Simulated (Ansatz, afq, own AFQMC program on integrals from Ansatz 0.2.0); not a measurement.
Two steps: Ansatz 0.2.0 writes the Fock matrix and Cholesky factors of the valence space, and afq projects on them the lowest state that overlaps trial and start.

```yaml
crystal:
  periodic: [false, false, false]
  atoms:
    - {symbol: B, position_ang: [-0.091678, 0.000000, 0.000000]}
    - {symbol: H, position_ang: [0.491663, 0.000000, -1.024783]}
    - {symbol: H, position_ang: [0.491663, 0.000000, 1.024783]}
basis:
  gaussian: {orbitals: cc-pVDZ}
total_charge: 1
magnetization: {spin_polarized: false}
correlation: {method: ccsd_t, electrons: outside_noble_gas, hamiltonian_folder: ham}
```

```sh
$ ansatz run in.yaml --threads 1 --pin off --events-out ev --progress --plain --max-ram 16896MiB --backend cuda --devices 0, --max-vram 18GiB
```

afq runs on the folder ham with

```
--method phaseless --trial cisd --walkers 4000 --populations 20 --least-time 60 --time-step 0.005 --steps-per-block 50 --equilibration-blocks 28 --max-blocks 4000 --target-error 0.00012 --factor-cut 1e-05 --seed 9983 --release-times 0.24,0.51,0.99,1.62,2.4 --release-step 0.03 --release-every 3 --taylor-order 6
```

Times are imaginary, in 1/Eh. The walk had a cap of 122 s. With eight or more populations the least sampling time is a fifth of least-time, and the error comes from their spread.

afq prints:

```
orbitals 23  electrons 2 2  factors 166 of 219
reference energy -25.42370728 Eh
CCSD correlation -0.07610006 Eh in 9 cycles, weight of the determinant in the CISD state 0.9557
energy of the start -25.499809 Eh
 block  time / (1/Eh)  mean weight  energy / Eh
     1     0.250  1.0001  -25.499633
     2     0.500  0.9998  -25.499777
     3     0.750  0.9999  -25.499969
     4     1.000  0.9999  -25.500180
     5     1.250  1.0000  -25.500364
    10     2.500  1.0001  -25.500636
    15     3.750  1.0000  -25.500755
    20     5.000  1.0002  -25.500786
    25     6.250  1.0001  -25.500604
    30     7.500  1.0000  -25.500645
    33     8.250  1.0000  -25.500537
    35     8.750  1.0000  -25.500565
    40    10.000  0.9999  -25.500798
    45    11.250  0.9998  -25.500856
    50    12.500  1.0000  -25.500690
    55    13.750  0.9999  -25.500763
    60    15.000  1.0001  -25.500671
    62    15.500  1.0001  -25.501376
    65    16.250  1.0000  -25.500740
    70    17.500  0.9999  -25.500746
    75    18.750  0.9998  -25.500847
    78    19.500  1.0000  -25.500762
error from the spread of 20 populations
released: time / (1/Eh)  energy / Eh  error  mean overlap
  0.24  -25.500727  0.000025  0.9997
  0.51  -25.500776  0.000027  0.9994
  0.99  -25.500806  0.000021  0.9985
  1.62  -25.500812  0.000016  0.9961
  2.40  -25.500820  0.000025  0.9956
energy -25.500731 +/- 0.000027 Eh
(rows thinned)
```

The run passed its tests (sampling time, drift between the halves within three errors, error under three times the target), which doesn't prove that it has relaxed. The second half of the sampling lies below the first by 2.2 errors of their difference, so the energy may still be moving and its error bar be too small.

Against this walk (error 0.7 meV) on the same determinant: CCSD(T) 5.3 meV higher, CCSDT(Q) 1.8 meV lower, full CI 1.9 meV lower. The error is statistical and leaves out the bias of the constraint. Released to 2.40 1/Eh the energy lies 2.4 ± 1.0 meV (both errors) below the phaseless value, which shows part or all of the bias of the constraint, and full CI lies 0.5 meV above the released value.

Cautions: constraint bias not in the error.

The walk took 13 s on 1 × NVIDIA H100 80GB HBM3 with 2 threads of AMD EPYC 7R13 Processor (Zen 3), with other jobs on the host (the card was shared). The log's last line is the phaseless energy.

CCSDT and higher add their correlation energy to the determinant of the CCSD(T) run, since their own runs factorise the integrals more tightly (a shift of under 2 meV). A walk keeps the symmetry of its determinant, which the program's search chose and which needn't be the lowest solution, so a lower state of the same spin and another symmetry isn't excluded.
